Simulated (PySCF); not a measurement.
**Basis-set dependence of population analyses: `C#CC1=C[C@@H]1F`**

Species: C₅H₃F.
Atom-mapped SMILES: `[CH:1]#[C:2][C:3]1=[CH:4][C@@H:5]1[F:6]` (hydrogens: H7 on C1; H8 on C4; H9 on C5)

PBE0 throughout (PySCF), one geometry, spherical d and f functions. Isolated species at its PBE0-D3(BJ)/def2-SVP geometry, gas phase. The first 7 of 9 kinds of atom are listed.

Mulliken charges (e):

| basis | functions | C1 | C2 | C3 | C4 | C5 | F6 | H7 |
| --- | --- | --- | --- | --- | --- | --- | --- | --- |
| STO-3G | 33 | -0.106 | -0.033 | -0.032 | -0.095 | +0.038 | -0.104 | +0.132 |
| 6-31G | 60 | -0.491 | +0.039 | -0.062 | +0.001 | +0.136 | -0.324 | +0.314 |
| pcSseg-0 | 60 | -0.228 | -0.119 | -0.129 | -0.125 | +0.140 | -0.362 | +0.295 |
| 6-31G* | 90 | -0.654 | +0.421 | +0.009 | -0.220 | +0.145 | -0.333 | +0.264 |
| cc-pVDZ | 99 | -0.589 | +0.589 | +0.134 | -0.174 | +0.191 | -0.227 | +0.015 |
| def2-SVP | 99 | -0.391 | +0.343 | +0.086 | -0.190 | +0.235 | -0.258 | +0.064 |
| aug-cc-pVDZ | 165 | +0.324 | +0.348 | +0.591 | -0.105 | +0.916 | -0.521 | -0.676 |
| 6-311+G(2d,p) | 180 | -0.465 | +0.427 | +0.028 | -0.102 | -0.065 | -0.267 | +0.166 |
| def2-TZVP | 204 | -0.104 | +0.083 | -0.158 | -0.166 | +0.094 | -0.218 | +0.193 |
| cc-pVTZ | 222 | -0.326 | +0.287 | +0.044 | -0.300 | +0.152 | -0.219 | +0.151 |
| IGLO-III | 240 | -0.105 | -0.088 | -0.004 | -0.062 | +0.159 | -0.282 | +0.162 |

IAO charges (e):

```tsv
basis	functions	C1	C2	C3	C4	C5	F6	H7
STO-3G	33	-0.126	-0.047	-0.043	-0.122	+0.029	-0.132	+0.169
6-31G	60	-0.186	-0.028	-0.004	-0.145	+0.131	-0.306	+0.211
pcSseg-0	60	-0.173	-0.028	-0.017	-0.142	+0.127	-0.292	+0.203
6-31G*	90	-0.182	-0.033	-0.010	-0.145	+0.173	-0.315	+0.206
cc-pVDZ	99	-0.189	-0.031	-0.008	-0.146	+0.172	-0.315	+0.210
def2-SVP	99	-0.180	-0.030	-0.008	-0.140	+0.173	-0.318	+0.203
aug-cc-pVDZ	165	-0.195	-0.030	-0.002	-0.146	+0.170	-0.333	+0.215
6-311+G(2d,p)	180	-0.195	-0.030	-0.003	-0.145	+0.169	-0.334	+0.215
def2-TZVP	204	-0.196	-0.029	-0.003	-0.147	+0.173	-0.332	+0.215
cc-pVTZ	222	-0.196	-0.029	-0.004	-0.148	+0.173	-0.329	+0.215
IGLO-III	240	-0.196	-0.030	-0.003	-0.146	+0.171	-0.334	+0.216
```

Hirshfeld charges (e):

| basis | functions | C1 | C2 | C3 | C4 | C5 | F6 | H7 |
| --- | --- | --- | --- | --- | --- | --- | --- | --- |
| STO-3G | 33 | -0.065 | -0.044 | -0.003 | -0.041 | +0.064 | -0.078 | +0.086 |
| 6-31G | 60 | -0.081 | -0.037 | +0.012 | -0.037 | +0.046 | -0.145 | +0.108 |
| pcSseg-0 | 60 | -0.074 | -0.043 | +0.011 | -0.035 | +0.046 | -0.136 | +0.105 |
| 6-31G* | 90 | -0.083 | -0.040 | +0.009 | -0.036 | +0.043 | -0.134 | +0.109 |
| cc-pVDZ | 99 | -0.080 | -0.039 | +0.008 | -0.033 | +0.035 | -0.122 | +0.105 |
| def2-SVP | 99 | -0.078 | -0.038 | +0.008 | -0.034 | +0.039 | -0.129 | +0.104 |
| aug-cc-pVDZ | 165 | -0.077 | -0.036 | +0.002 | -0.034 | +0.031 | -0.135 | +0.105 |
| 6-311+G(2d,p) | 180 | -0.075 | -0.038 | -0.001 | -0.031 | +0.034 | -0.138 | +0.106 |
| def2-TZVP | 204 | -0.078 | -0.037 | +0.003 | -0.033 | +0.034 | -0.134 | +0.105 |
| cc-pVTZ | 222 | -0.080 | -0.036 | +0.005 | -0.034 | +0.034 | -0.131 | +0.105 |
| IGLO-III | 240 | -0.077 | -0.037 | +0.002 | -0.034 | +0.032 | -0.135 | +0.105 |

Question: Which scheme is steadiest as the basis changes?

Answer: Largest range over the bases for any column: Hirshfeld 0.07 e, IAO 0.20 e, Mulliken 0.99 e. Hirshfeld charges move least and Mulliken charges most, counted in e. Without the minimal STO-3G basis the ranges are Hirshfeld 0.02, IAO 0.05, Mulliken 0.99 e.

Question: How much do the charges still move between the two largest bases, cc-pVTZ and IGLO-III?

Answer: At most, over all atoms: Mulliken 0.374 e, IAO 0.005 e, Hirshfeld 0.004 e.

Question: What do the same runs give for the total energy, the frontier levels and the dipole moment?

Answer: 
| basis | energy (Eh) | HOMO (eV) | LUMO (eV) | μ (D) |
| --- | --- | --- | --- | --- |
| STO-3G | -287.8826 | -4.96 | 1.52 | 1.05 |
| 6-31G | -291.6065 | -7.55 | -1.20 | 2.26 |
| pcSseg-0 | -291.0171 | -7.92 | -1.58 | 2.21 |
| 6-31G* | -291.6774 | -7.42 | -1.13 | 1.91 |
| cc-pVDZ | -291.7028 | -7.58 | -1.33 | 1.91 |
| def2-SVP | -291.4717 | -7.68 | -1.43 | 1.95 |
| aug-cc-pVDZ | -291.7223 | -7.75 | -1.58 | 2.09 |
| 6-311+G(2d,p) | -291.7726 | -7.77 | -1.60 | 2.14 |
| def2-TZVP | -291.8010 | -7.73 | -1.53 | 2.03 |
| cc-pVTZ | -291.7895 | -7.70 | -1.48 | 1.98 |
| IGLO-III | -291.8038 | -7.76 | -1.59 | 2.08 |

The dipole is fixed by the density alone, so its range of 1.21 D shows that the density itself changes with the basis, not only its division among atoms.
